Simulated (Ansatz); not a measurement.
We consider diamond-structure Si, described by LC-ωPBE (Ansatz, a program for electronic structure, plane waves, PAW).

Settings: plane-wave cutoff 520 eV, 8×8×8 k mesh, scalar-relativistic PAW data made under PBE.

Computed at the level's own relaxed cell.

Hill averages of the elastic tensor: K = 114.3 GPa, G = 76.7 GPa. Volume 19.579 Å³/atom, mean atomic mass 28.085 u.

Work out the density, the sound velocities of a polycrystal and the elastic Debye temperature at this level.

ρ = 1.66054 × 28.085/19.579 = 2.382 g/cm³. v_l = √[(K + 4G/3)/ρ] = 9.535 km/s and v_t = √(G/ρ) = 5.674 km/s. The mean follows from 3/v_m³ = 1/v_l³ + 2/v_t³: v_m = 6.282 km/s. Θ_D = (ħ/k_B) v_m (6π²/V)^(1/3) = 76.38 K Å s/km × 6.282 × 1.4462 Å⁻¹ = 694 K, counting all atoms of the cell.

Measured, for comparison: Voigt–Reuss–Hill bulk modulus 99 GPa (temperature not stated, no zero-point or thermal correction, from single-crystal Cij; as tabulated in Råsander and Moram (2015), arXiv:1505.02379). Computed (rounded) less measured: Voigt–Reuss–Hill bulk modulus +15 %.
